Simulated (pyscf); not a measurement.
A first-order saddle from PySCF, ωB97X-D3(BJ)/def2-SVP:

```
Si
H 1 1.4903
H 1 1.4919 2 110.71
H 1 1.4920 2 110.70 3 -122.24
H 1 1.6414 2 111.24 4 -118.82
O 5 1.3085 1 163.36 2 179.16
P 6 1.6183 5 116.79 1 -0.20
H 7 1.4320 6 104.36 5 -49.37
H 7 1.4320 8 94.62 6 -106.11
```
Charge 0, spin multiplicity 2.

Surface: doublet, charge 0. Lowest wavenumbers (cm⁻¹): 1623i, 31, 74, 140, 287.

Q: Which two sides does it connect, and which bonds change?

A: •O–PH₂ + silane (SiH₄) ⇌ HO–PH₂ + silyl (SiH₃•), a hydrogen abstraction read from left to right: H–Si broken and H–O formed. At CCSD(T)/def2-TZVPP + ΔMP2(QZVPP) it lies +22.2 kcal/mol from the left side and +15.8 kcal/mol from the right (each side as separated species at their lowest minima found). •O–PH₂ lies 8.3 kcal/mol over its isomer HO–PH• (electronic energy, ωB97M-D3(BJ)/def2-TZVP). One saddle was located; it need not be the lowest between these sides. The angle at the transferred H is 163°. The CCSD(T) − MP2 part came from Ansatz, without density fitting, on the same reference.
